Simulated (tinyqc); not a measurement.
Inside a calculation (part 2 of 2). Method: CIS on RHF in the sto-3g basis, frozen core, for H2F+, spin multiplicity 1. Computed by tinyqc, a small Python program that keeps every step (integrals from PySCF). Command: `OMP_NUM_THREADS=1 python tinyqc.py 20160 20161 out.jsonl` (the two numbers bound the seeds that draw the settings). One thread of a shared host (Intel(R) Xeon(R) Processor @ 2.60GHz), about 0.08 s of CPU time with the checks.

Geometry (angstrom):
```
atom         x          y         z
F     0.000000   0.000000  0.000000
H     0.000000   0.703000  0.581000
H     0.000000  -0.756000  0.624000
```

## CIS matrix, singlets

orbital energies (hartree): MO1 -26.664047, MO2 -2.111161, MO3 -1.226799, MO4 -1.124596, MO5 -1.073672, MO6 0.019585, MO7 0.176936

Two-electron integrals over orbitals (pq|rs), unique and non-zero (hartree); the lowest 1 orbital is frozen and left out:
```
(22|22) 0.864444    (32|22) 0.007082    (32|32) 0.161508    (33|22) 0.772341
(33|32) -0.006572   (33|33) 0.758143    (42|22) 0.013585    (42|32) -0.000048
(42|33) -0.007028   (42|42) 0.152605    (43|22) 0.005171    (43|32) 0.000996
(43|33) 0.007752    (43|42) -0.009661   (43|43) 0.050264    (44|22) 0.805010
(44|32) -0.009379   (44|33) 0.723827    (44|42) -0.094726   (44|43) 0.010698
(44|44) 0.896853    (52|52) 0.178726    (53|52) -0.006482   (53|53) 0.039800
(54|52) -0.040148   (54|53) 0.002597    (54|54) 0.057237    (55|22) 0.877419
(55|32) -0.006624   (55|33) 0.760726    (55|42) -0.053550   (55|43) 0.009889
(55|44) 0.834935    (55|55) 0.997514    (62|22) -0.149317   (62|32) 0.014004
(62|33) -0.098024   (62|42) -0.038569   (62|43) -0.005964   (62|44) -0.097155
(62|55) -0.152006   (62|62) 0.082466    (63|22) 0.043570    (63|32) 0.015706
(63|33) 0.039297    (63|42) -0.014046   (63|43) 0.015335    (63|44) 0.037626
(63|55) 0.049384    (63|62) -0.020778   (63|63) 0.061779    (64|22) -0.134378
(64|32) -0.013576   (64|33) -0.085972   (64|42) 0.021036    (64|43) -0.005096
(64|44) -0.148015   (64|55) -0.143332   (64|62) 0.057959    (64|63) -0.030955
(64|64) 0.078210    (65|52) -0.052266   (65|53) 0.007040    (65|54) -0.005878
(65|65) 0.027773    (66|22) 0.600941    (66|32) -0.038957   (66|33) 0.573579
(66|42) 0.070385    (66|43) -0.023079   (66|44) 0.557906    (66|55) 0.571189
(66|62) -0.062014   (66|63) -0.026495   (66|64) -0.020454   (66|66) 0.595184
(72|22) -0.046665   (72|32) -0.054258   (72|33) -0.022430   (72|42) -0.001953
(72|43) 0.027388    (72|44) -0.036365   (72|55) -0.046870   (72|62) 0.010820
(72|63) 0.023961    (72|64) 0.017622    (72|66) -0.023713   (72|72) 0.057061
(73|22) -0.181300   (73|32) 0.017434    (73|33) -0.154550   (73|42) 0.063593
(73|43) -0.002825   (73|44) -0.187889   (73|55) -0.213520   (73|62) 0.066546
(73|63) -0.018004   (73|64) 0.078412    (73|66) -0.032226   (73|72) 0.027778
(73|73) 0.154206    (74|22) -0.012487   (74|32) 0.061743    (74|33) -0.010716
(74|42) -0.006485   (74|43) -0.010664   (74|44) -0.016433   (74|55) -0.014725
(74|62) 0.012648    (74|63) 0.032485    (74|64) -0.004586   (74|66) -0.033518
(74|72) -0.007593   (74|73) 0.019710    (74|74) 0.050914    (75|52) -0.015742
(75|53) -0.023760   (75|54) 0.001214    (75|65) 0.002993    (75|75) 0.020062
(76|22) 0.006255    (76|32) 0.083437    (76|33) -0.005093   (76|42) 0.008325
(76|43) 0.037566    (76|44) -0.011030   (76|55) -0.001025   (76|62) -0.007144
(76|63) 0.056932    (76|64) -0.021714   (76|66) -0.059848   (76|72) 0.010120
(76|73) 0.023908    (76|74) 0.049744    (76|76) 0.117261    (77|22) 0.629576
(77|32) 0.048985    (77|33) 0.628304    (77|42) 0.013825    (77|43) 0.018171
(77|44) 0.595860    (77|55) 0.608968    (77|62) -0.049003   (77|63) 0.044894
(77|64) -0.039713   (77|66) 0.523550    (77|72) -0.010083   (77|73) -0.048301
(77|74) 0.026294    (77|76) 0.054977    (77|77) 0.623011
```

A(ia,jb) = (e_a - e_i) d_ij d_ab + 2 (ia|jb) - (ij|ab).

CIS matrix A, singlet (hartree), lower triangle:
```
           2>6        2>7        3>6       3>7       4>6       4>7       5>6       5>7
2>6   1.694738
2>7   0.015384   1.772642
3>6  -0.002599  -0.035516   0.796362
3>7   0.049656   0.006572  -0.030915  1.083843
4>6   0.045534   0.026920  -0.038831  0.119257  0.742697
4>7   0.016970  -0.029012   0.027403  0.021250  0.001859  0.807500
5>6   0.000000   0.000000   0.000000  0.000000  0.000000  0.000000  0.577615
5>7   0.000000   0.000000   0.000000  0.000000  0.000000  0.000000  0.007011  0.681763
```

## CIS singlet states

dipole integrals <i|r|a> (bohr):
```
             x          y          z
2>6   0.000000  -0.009156   0.087480
2>7   0.000000   0.111412   0.035806
3>6   0.000000   0.669329  -0.120902
3>7   0.000000   0.196543   0.553117
4>6   0.000000  -0.204467   0.447584
4>7   0.000000   0.522848   0.057040
5>6  -0.015057   0.000000   0.000000
5>7  -0.002339   0.000000   0.000000
```

Diagonalise A (1 hartree = 27.211386 eV); each vector has its largest component positive (the first on a tie). The transition dipole is mu = sqrt2 sum c_ia <i|r|a>.

singlet excitation energies (eV): 15.704931  18.564514  18.938275  21.024991  22.600359  30.489703  46.221903  48.422971

lowest vectors:
```
       state 1   state 2    state 3    state 4    state 5    state 6
2>6   0.000000  0.000000  -0.027853   0.013291  -0.010958  -0.106151
2>7   0.000000  0.000000  -0.012748   0.009709   0.050839  -0.023229
3>6   0.000000  0.000000   0.282803   0.706050   0.637366  -0.117271
3>7   0.000000  0.000000  -0.255629   0.185264   0.083054   0.940665
4>6   0.000000  0.000000   0.923307  -0.189493  -0.143194   0.294807
4>7   0.000000  0.000000  -0.035248  -0.656500   0.750771   0.051748
5>6   0.997762  0.066864   0.000000   0.000000   0.000000   0.000000
5>7  -0.066864  0.997762   0.000000   0.000000   0.000000   0.000000
```

oscillator strengths 2/3 w |mu|^2: 0.000170  0.000010  0.054739  0.054549  0.842119  0.656965

## CIS matrix, triplets

A(ia,jb) = (e_a - e_i) d_ij d_ab - (ij|ab).

CIS matrix A, triplet (hartree), lower triangle:
```
           2>6        2>7        3>6        3>7       4>6       4>7       5>6       5>7
2>6   1.529805
2>7  -0.006255   1.658521
3>6   0.038957  -0.083437   0.672805
3>7  -0.083437  -0.048985   0.005093   0.775431
4>6  -0.070385  -0.008325   0.023079  -0.037566  0.586276
4>7  -0.008325  -0.013825  -0.037566  -0.018171  0.011030  0.705672
5>6   0.000000   0.000000   0.000000   0.000000  0.000000  0.000000  0.522069
5>7   0.000000   0.000000   0.000000   0.000000  0.000000  0.000000  0.001025  0.641640
```

## CIS triplet states

Diagonalise A (1 hartree = 27.211386 eV); each vector has its largest component positive (the first on a tie).

triplet excitation energies (eV): 14.205974  15.314555  17.460165  17.633722  19.670510  21.259724  42.040715  45.403738

lowest vectors:
```
       state 1    state 2   state 3   state 4    state 5    state 6
2>6   0.000000   0.094736  0.000000  0.007716   0.052077   0.074251
2>7   0.000000  -0.006548  0.000000  0.081980  -0.022248   0.053480
3>6   0.000000  -0.281675  0.000000  0.783276  -0.538407   0.092417
3>7   0.000000   0.196330  0.000000  0.160476   0.288332   0.915847
4>6   0.000000   0.927194  0.000000  0.269970  -0.132872  -0.212392
4>7   0.000000  -0.115788  0.000000  0.530153   0.778538  -0.314959
5>6   0.999963   0.000000  0.008568  0.000000   0.000000   0.000000
5>7  -0.008568   0.000000  0.999963  0.000000   0.000000   0.000000
```
